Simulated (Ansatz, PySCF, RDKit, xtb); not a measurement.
# C2H8N+: a search for the lowest isomer

Given the formula C2H8N+ (charge +1) and nothing else, which arrangement of the atoms is the most stable in the gas at 298.15 K, and what are its properties?

The funnel: GFN2-xTB relaxations, single points with a density functional, relaxations at PBE0-D3(BJ)/def2-SVP, harmonic vibrations, and a last energy at a higher level. All values are calculated.

4 further runs of the same task are left out: 4 set aside as unsound or not needed.

## 1. Candidates

A program enumerates the bonding patterns with one Lewis structure each (two rings at most, one unusual centre or charged pair), with their diastereomers. O–O, O–halogen and N–halogen bonds and N–N–N chains are not drawn. That gives 2 candidates.

```
label    SMILES     spin
 c357  CC[NH3+]  singlet
 c734  C[NH2+]C  singlet
```

Candidates are built by distance geometry, with a force field where one applies, in up to four conformers (letters a to d).

**Question.** With final energies at CCSD(T)/def2-TZVP, which structure will this search put lowest in free energy, and by what margin?

| quantity | value |
| --- | --- |
| lowest structure found | CC[NH3+], singlet, Cs |
| next finalist | C[NH2+]C, singlet, 4.0 kcal/mol higher in G |
| share at equilibrium, among the finalists | 99.9 % |
| harmonic wavenumbers, lowest and highest (PBE0-D3(BJ)/def2-SVP) | 235 and 3519 cm⁻¹ |
| rotational constants, same geometry | 0.9903, 0.2788, 0.2468 cm⁻¹ |
| HOMO energy (PBE0/def2-TZVPD) | -15.21 eV |
| LUMO energy (PBE0/def2-TZVPD) | -5.20 eV |
| HOMO–LUMO gap (PBE0/def2-TZVPD) | 10.01 eV |
| lowest excitation (TD-CAM-B3LYP/def2-SVPD) | 9.26 eV (f = 0.001) |
| strongest of the states computed, same level | 11.04 eV (f = 0.065) |
| lowest triplet excitation, same level, Tamm-Dancoff | 9.10 eV |
| vertical ionisation energy | 17.82 eV |
| vertical recombination energy (electron added) | 3.76 eV |
| vertical triplet less singlet | +9.11 eV |

The lowest structure found is `CC[NH3+]`. The margin, 4.0 kcal/mol, is modest. HF/STO-3G, r2SCAN-D4/def2-SVP, PBE0-D3(BJ)/def2-SVP, HF/def2-TZVP and MP2/def2-TZVP already put its bonding pattern lowest among the structures in one piece; GFN2-xTB favours the singlet C[NH2+]C. The search is not exhaustive (a finite list of starts, one conformer a finalist), so a lower isomer can't be ruled out. Patterns outside the rules of the enumeration were met only by chance.
